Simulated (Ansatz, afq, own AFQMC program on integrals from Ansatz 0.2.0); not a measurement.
## BNH2, singlet → BNH2⁺, doublet

```tsv
atom	x (Å)	y (Å)	z (Å)
B	0.0000	0.0000	0.8600
N	0.0000	0.0000	-0.5115
H	0.0000	0.8509	-1.0580
H	0.0000	-0.8509	-1.0580
```

Connectivity, by distances: B–NH2.

E(doublet, charge +1) − E(singlet, charge +0) at this geometry, on RHF and UHF determinants.

Basis cc-pVDZ. Noble-gas cores (and the filled d shells of Ga–Kr and In–Xe) are frozen. Integrals, coupled cluster, full CI and functionals: Ansatz 0.2.0; the random walks run on the same integrals in our own AFQMC program. The CISD trial takes its coefficients from CCSD amplitudes. Released means that phaseless walkers are propagated on without the constraint, phases kept. ± is one standard error of the sampling. The errors of all members are added in quadrature.

No full CI on the walks' own integrals is used here; CCSDT(Q) serves as the reference and is uncertain by about the last step of the cluster series. Each member takes its own surest rung, up to full CI.

Errors are counted within cc-pVDZ, not against nature.

Cautions: BNH₂ (singlet): restricted determinant unstable towards unrestricted (UHF 52 meV lower, ⟨S²⟩ 0.27), the ph-AFQMC/HF walk drifts between its halves (2.2 errors).

Reference (CCSDT(Q)): 202.0 kcal/mol.

```
         level  vertical ionization energy (kcal/mol)  error against CCSDT(Q) (kcal/mol)
            HF                                  178.7                              -23.3
           MP2                                  195.5                               -6.6
          CCSD                                  201.7                               -0.3
       CCSD(T)                                  202.1                                0.0
         CCSDT                                  202.0                                0.0
   ph-AFQMC/HF                            206.6 ± 1.9                          4.6 ± 1.9
 ph-AFQMC/CISD                            202.3 ± 0.4                          0.3 ± 0.4
released AFQMC                            202.2 ± 0.6                          0.1 ± 0.6
```

Correlation beyond CCSD(T) changes it by less than 2 meV. The perturbative (T) step is worth +0.3 kcal/mol.

A walk keeps the symmetry of its determinant, which the program's search chose and which needn't be the lowest solution, so a lower state of the same spin and another symmetry isn't excluded. Released energies are given only where the last usable release times agree within the noise; a slower fall can still hide under it.
